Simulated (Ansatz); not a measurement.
# AlH2O, SMILES [OH][AlH]: a rigid scan of one bond length

Program: Ansatz's Python interface.

The script, `run_scan.py`:
```python
"""Potential curve of AlH2O along one bond."""

import logging
import sys

import ansatz as az
import numpy as np

logging.basicConfig(stream=sys.stdout, format="%(name)s: %(message)s")
log = logging.getLogger("ansatz_job")
log.setLevel(logging.INFO)


def main() -> None:
    mol = (
        az.Crystal.molecule()
        .atom("O", (0.0206, -0.7795, 0.8796))
        .atom("Al", (0.3367, 0.8043, -0.057))
        .atom("H", (0.3244, -1.4545, 0.2955))
        .atom("H", (-0.6261, 1.3695, -1.1383))
    )

    symbols = [site.symbol for site in mol.cartesian_sites]
    start = np.array([site.position_ang for site in mol.cartesian_sites])
    axis = (start[0] - start[1]) / np.linalg.norm(start[0] - start[1])
    moving = [0, 2]
    lengths, energies = [1.643, 1.718, 1.792, 1.867, 1.942, 2.016, 2.091, 2.203], []
    for length in lengths:
        xyz = start.copy()
        xyz[moving] += (length - np.linalg.norm(start[0] - start[1])) * axis
        point = az.Crystal.molecule()
        for symbol, xyz in zip(symbols, xyz):
            point = point.atom(symbol, xyz.tolist())
        model = (
            point.calculation()
            .basis(gaussian="6-31G*")
            .correlation("ccsd_t")
            .spin("collinear", total=1)
        )
        report = model.run(threads=1, backend="cpu").report
        energies.append(report["free_energy_ev"])
        log.info(f"r = {length:6.3f} A  E = {energies[-1]:.5f} eV  <S^2> = {abs(report['mean_field']['state']['spin_squared']):.3f}")

    # quartic fit about the minimum
    fit = np.polynomial.Polynomial.fit(lengths, np.array(energies) - min(energies), 4).convert()
    roots = [r.real for r in fit.deriv().roots() if abs(r.imag) < 1e-9 and fit.deriv(2)(r.real) > 0]
    r_e = min(roots, key=lambda r: abs(r - lengths[int(np.argmin(energies))]))
    log.info(f"minimum of the fit at {r_e:.4f} A, force constant {fit.deriv(2)(r_e):.2f} eV/A^2")


if __name__ == "__main__":
    main()
```

```console
$ python run_scan.py
ansatz_job: r =  1.643 A  E = -8657.43487 eV  <S^2> = 0.755
ansatz_job: r =  1.718 A  E = -8657.59310 eV  <S^2> = 0.755
ansatz_job: r =  1.792 A  E = -8657.59202 eV  <S^2> = 0.755
ansatz_job: r =  1.867 A  E = -8657.48107 eV  <S^2> = 0.756
ansatz_job: r =  1.942 A  E = -8657.29556 eV  <S^2> = 0.756
ansatz_job: r =  2.016 A  E = -8657.06519 eV  <S^2> = 0.757
ansatz_job: r =  2.091 A  E = -8656.80282 eV  <S^2> = 0.759
ansatz_job: r =  2.203 A  E = -8656.38611 eV  <S^2> = 0.766
ansatz_job: minimum of the fit at 1.7543 A, force constant 23.74 eV/A^2
```

Caveats:
- Total energies depend on the basis set; only differences at equal settings carry meaning.
- The rest of the molecule is held rigid at a force-field or estimated start geometry, and the basis set is modest; single-reference methods fail as a bond breaks.
- The species is open-shell (spin multiplicity 2).
- S² is that of the Hartree-Fock reference.
- Run time: 8.8 s on 1 thread of Arm Neoverse V2, with other jobs on the host, peak memory 0.17 GiB.

(Lines on the test bed's own set-up are left out of the output.)
